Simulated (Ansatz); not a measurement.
**SiCl2: geometry and frequencies at several levels**

The task here is to estimate one member of a computed series from the others.

Method: the levels named in each step, in Ansatz 0.2.0.

## The structure to begin with

Bond lengths: Cl1–Si2 2.052 Å, Si2–Cl3 2.051 Å. Angles: Cl1–Si2–Cl3 101.1°.

Coordinates:

```xyz
3

Cl   -1.5838   -0.3713   -0.0033
Si   -0.0003    0.9341   -0.0039
Cl    1.5844   -0.3687    0.0064
```

The first run:

Contents of input.yaml:

```yaml
crystal:
  periodic: [false, false, false]
  atoms:
    - { symbol: Cl, position_ang: [-1.58383, -0.37129, -0.00329] }
    - { symbol: Si, position_ang: [-0.00026, 0.93406, -0.00387] }
    - { symbol: Cl, position_ang: [1.58443, -0.36867, 0.00636] }
basis:
  gaussian: { orbitals: def2-SVP }
hamiltonian:
  xc: pbe
  dispersion: d4
relax:
  f_tol: 0.03
  max_steps: 200
```

The run is started by

```
$ ansatz run input.yaml --threads 2 --pin off --max-ram 5120MiB --backend cpu --events-out ev --progress --plain --runs-dir out
```

Among the steps run: A rough first relaxation, PBE-D4/def2-SVP; Relaxation, PBE0-D4/def2-TZVPP; Frequencies, PBE0-D4/def2-TZVPP; Relaxation, PBE-D4/def2-TZVPP; Frequencies, PBE-D4/def2-TZVPP; Relaxation, r2SCAN-D4/def2-TZVPP; Frequencies, r2SCAN-D4/def2-TZVPP; Relaxation, B3LYP-D4/def2-TZVPP; Frequencies, B3LYP-D4/def2-TZVPP; Relaxation, B2PLYP/def2-TZVPP.

One of the session's tables, all rows but one given; the rest of the session is left out.

It belongs to the step «Geometries side by side». 

| level | Cl1–Si2 (Å) | Si2–Cl3 (Å) | dipole (D) | highest frequency (cm⁻¹) |
| --- | --- | --- | --- | --- |
| PBE0-D4/def2-TZVPP | ? | ? | ? | ? |
| PBE-D4/def2-TZVPP | 2.0981 | 2.0981 | 0.87 | 496 |
| r2SCAN-D4/def2-TZVPP | 2.0831 | 2.0831 | 0.77 | 511 |
| B3LYP-D4/def2-TZVPP | 2.0939 | 2.0939 | 1.05 | 501 |
| B2PLYP/def2-TZVPP | 2.0846 | 2.0846 | 0.97 | - |

Q: Estimate the row for PBE0-D4/def2-TZVPP from the others.

**Answer.** Cl1–Si2 (Å): 2.0774; Si2–Cl3 (Å): 2.0774; dipole (D): 0.87; highest frequency (cm⁻¹): 520. In the column «Cl1–Si2 (Å)» it is the lowest.
